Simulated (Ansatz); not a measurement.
We consider hcp Mg, described by LDA (PAW; Ansatz, a program for electronic structure).

Numerical settings: plane-wave cutoff 500 eV, 18×18×1 k mesh (along the axes of the cell as run), Fermi–Dirac smearing 0.1 eV, scalar-relativistic PAW data made under PBE.

Problem. Predict the surface energy of the (10-11) face and work function of the (10-11) face.

Solution. 
* **surface energy of the (10-11) face**: 0.94 J/m²
* **work function of the (10-11) face**: 3.57 eV

The slab of 12 atoms is relaxed and unreconstructed.
